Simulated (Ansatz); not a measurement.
[OH···H···OH], doublet along the distance O1-H3

Starting geometry:

```yaml
atoms:
  - { symbol: O, position_ang: [-1.1019, 0.0004, 0.0000] }
  - { symbol: H, position_ang: [-1.3512, 0.9270, 0.0000] }
  - { symbol: H, position_ang: [-0.1423, 0.0004, 0.0000] }
  - { symbol: O, position_ang: [1.1101, 0.0004, 0.0000] }
  - { symbol: H, position_ang: [1.3620, -0.9396, 0.0000] }
```

From there H3 is moved from one fragment to the other while all else, the fragments' distance too, stays fixed; atoms are numbered as listed. Energies are in kcal/mol, counted from the starting geometry at the same level.

Basis cc-pVDZ; Ansatz 0.2.0. Correlated methods freeze the noble-gas cores. Prefix R: restricted or restricted open-shell reference; prefix U: unrestricted. Active spaces: valence = (15e, 11o) chosen from the atoms' valence shells.

For open shells CISD is restricted-active-space CI with the open shells as a complete middle space. Runs in a small pair space aren't shown, since their orbitals change along the scan. A value is left out where its run failed or describes another state than the reference as far as symmetry and spin tell, or, spin-broken singlets apart, can't be checked.

Full CI isn't at hand for all of this; UCCSDT(Q) serves as the reference, and is uncertain by about the last step of the cluster series. The frozen core follows each run's orbitals, which can shift R against U totals by a few meV.

| distance O1-H3 (Å) | UCCSDT(Q) | error RHF | error UMP2 | error CISD | error UCCSD | error UCCSD(T) | error CASSCF (valence space) |
| --- | --- | --- | --- | --- | --- | --- | --- |
| 0.892 | 3.3 | -4.7 | -0.5 | -1.7 | -0.4 | -0.1 | -1.4 |
| 0.960 | 0.0 | 0.0 | 0.0 | 0.0 | 0.0 | 0.0 | 0.0 |
| 0.997 | 0.0 | 3.3 | 0.3 | 1.2 | 0.3 | 0.1 | 0.8 |
| 1.035 | 0.6 | 7.2 | 0.4 | – | 0.6 | 0.1 | 1.6 |
| 1.072 | 1.2 | 11.6 | 0.1 | 3.9 | 0.8 | 0.1 | 2.2 |
| 1.110 | 1.4 | 15.0 | -0.2 | 3.4 | 0.8 | 0.2 | 2.4 |
| 1.147 | 1.1 | 10.9 | 0.2 | 3.7 | 0.7 | 0.1 | 2.1 |
| 1.185 | 0.6 | 6.5 | 0.4 | 2.4 | 0.5 | 0.1 | 1.5 |
| 1.222 | 0.1 | 2.7 | 0.2 | 1.0 | 0.2 | 0.0 | 0.7 |

Errors are those of relative energies. In total energy the starting point itself misses UCCSDT(Q) by: RHF 252.6, UMP2 19.9, CISD 24.4, UCCSD 4.9, UCCSD(T) 0.8, CASSCF (valence space) 200.4 kcal/mol.

Spread of the error over the points with a reference, to 1.222 Å (largest less smallest): UCCSD(T) 0.2, UMP2 0.9, UCCSD 1.3, CASSCF (valence space) 3.8, CISD 5.6 (8 of 9 points), RHF 19.7 kcal/mol.
